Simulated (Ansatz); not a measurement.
# SiHO+ (singlet): wave-function methods side by side, 6-31G

One table from this session's results is given with a row withheld; the runs are named, their logs left out.

Method: 6-31G, core rule «outside noble gas», up to 6 orbitals frozen; program: Ansatz 0.2.0, Gaussian basis.

To be run: UHF; CCSD(T) on RHF; BCCD(T) on RHF; CISD; CCSDT(Q) on RHF; CCSDTQ on RHF; Full CI.

6 further runs of the same task are left out: 2 for a known fault of the program, 4 set aside as unsound or not needed.

**What is computed**

The geometry is a PBE0/def2-TZVP stationary point (not a proven minimum) of the parent state, kept for this charge and spin.

3 atoms, charge 1, spin multiplicity 1.

Atoms are counted from 1 here; the program's logs count them from 0.

Bond lengths: Si1–O2 1.650 Å, O2–H3 0.962 Å. Angles: Si1–O2–H3 118.7°.

As a file:

```csv
atom,x (Å),y (Å),z (Å)
Si1,0.0000,0.0310,0.6323
O2,0.0000,-0.0988,-1.0129
H3,0.0000,0.7057,-1.5397
```

Set-up of the first run:

The input, in.yaml:

```yaml
crystal:
  periodic: [false, false, false]
  atoms:
    - {symbol: Si, position_ang: [0.000000, 0.030957, 0.632254]}
    - {symbol: O, position_ang: [0.000000, -0.098798, -1.012863]}
    - {symbol: H, position_ang: [0.000000, 0.705682, -1.539731]}
basis:
  gaussian: {orbitals: 6-31G}
total_charge: 1
magnetization: {spin_polarized: true, initial_magnetization: 0}
hamiltonian: {xc: hf}
output: {orbitals: {seedname: orbitals}}
```

On the command line:

```bash
$ ansatz run in.yaml --threads 1 --pin off --events-out ev --progress --plain --max-ram 2560MiB --backend cpu
```

Among the steps run: UHF; CCSD(T) on RHF; BCCD(T) on RHF; CISD; CCSDT(Q) on RHF; CCSDTQ on RHF; Full CI.

One table of the session follows, with a row left open; its other results are not shown here.

| method | from FCI (meV) |
| --- | --- |
| RHF | +5022.5 |
| RMP2 | +424.6 |
| CISD | +489.1 |
| RCCSD | +163.3 |
| RCCSD(T) | +28.6 |
| BCCD(T) | +20.2 |
| RCCSDT | ? |
| RCCSDT(Q) | -5.5 |
| RCCSDTQ | -0.8 |
| FCI | 0 |

Estimate the missing values for RCCSDT.

**Answer.** from FCI (meV): +21.0. In the column «from FCI (meV)» it lies between BCCD(T) (+20.2) and RCCSD(T) (+28.6).

Limits of these values: RCCSDT(Q) falls below full CI, which methods that aren't variational can do.
